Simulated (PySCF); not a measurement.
Mapped SMILES: `[CH3:1]/[CH:2]=[CH:3]/[CH:4]=[O:5]`. Hydrogens are named by the atom that carries them.

Computational details: shielding tensors at PBE0/pcSseg-1 (GIAO), geometry from PBE0-D3(BJ)/def2-SVP, J couplings at B3LYP/pcJ-1 (without the spin–dipole term), in PySCF 2.14.0 with density-fitted response routines (a single conformation, relativity neglected, no solvent, rapidly exchanging positions averaged).

References, each an isolated molecule treated in the same way: $^{1}$H (σref 31.27) against TMS.

The spectrum was simulated from the full spin Hamiltonian at 200 MHz with 1.2 Hz Lorentzian lines, from shifts rounded to 0.01 ppm and J to 0.1 Hz, couplings under 1 Hz left out.

(1) List the maxima of its $^{1}$H spectrum with integrals.

(2) Summarise it as multiplets with assignments.

Results:

(1) 
Maxima in ppm (height), grouped by integral:
1H: 9.441 (60), 9.400 (62)
1H: 6.716 (6), 6.676 (19), 6.635 (27), 6.594 (32), 6.553 (28), 6.513 (10)
1H: 6.263 (6), 6.253 (16), 6.242 (16), 6.232 (7), 6.222 (7), 6.212 (15), 6.201 (15), 6.191 (6), 6.181 (5), 6.171 (11), 6.160 (11), 6.150 (5), 6.140 (5), 6.130 (10), 6.120 (10), 6.109 (4)
3H: 2.135 (100), 2.125 (100), 2.095 (99), 2.085 (98)

(2) $^{1}$H NMR (200 MHz, computed): δ 9.42 (m, 1H, H(C4)), 6.61 (m, 1H, H(C2)), 6.19 (m, 1H, H(C3)), 2.11 (m, 3H, H(C1)). These are first-order names; overlap and second-order distortion can hide them in the list.

Multiplet labels drop couplings under 1 Hz and merge nearly equal ones. Unscaled 3J(H,H) at this level run about 10 % above measured values.
